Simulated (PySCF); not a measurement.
# C5H7F: the cost of one run

Computed with PySCF 2.14.0, with density-fitted response routines of our own, on a single molecule in the gas phase. Atoms count from 0, in the outputs and in this text.

### 1 The starting structure

13 atoms, charge 0, multiplicity 1; geometry from: GFN2-xTB. The atoms were then displaced at random by about 0.01 Å, so the start is not that level's minimum.

Bonds of the start (Å): C0–C1 1.52, C1–C2 1.51, C2–C3 1.51, C3–C4 1.47, C4–F5 1.38, C3–C1 1.47, C4–C1 1.49, C0–H6 1.10, C0–H7 1.08, C0–H8 1.09, C2–H9 1.06, C2–H10 1.09, C3–H11 1.09, C4–H12 1.10.

### 2 Geometry optimisation at PBE0-D3(BJ)/def2-SVP

What the job is given:

```
{"job": {"xc": "PBE0", "basis": "def2-SVP", "d3": "d3bj", "grid": 1, "shake": 0.01, "kind": "geom"}, "charge": 0, "multiplicity": 1}
C      1.426850    -0.681100     0.547030
C      0.163050    -0.152330    -0.104540
C     -1.204730    -0.749600    -0.334200
C     -1.022610     0.594020     0.330140
C     -0.167220     1.167840    -0.721260
F      0.611630     2.243000    -0.353170
H      1.999980     0.177370     0.926570
H      2.030740    -1.197760    -0.181460
H      1.157040    -1.317950     1.386130
H     -1.593720    -0.806840    -1.319640
H     -1.469180    -1.586300     0.311730
H     -1.420860     0.991170     1.258100
H     -0.505160     1.301590    -1.755750
```

Run with:

```
$ OMP_NUM_THREADS=1 python probes_run.py task.json out
```

The driver reads the jobs from task.json and runs them one after another.

Q: Estimate the wall time and peak memory of this first job on 1 thread of Intel Xeon Platinum 8175M at 2.50GHz, shared host.

About 93 s, with a peak of 0.51 GiB.
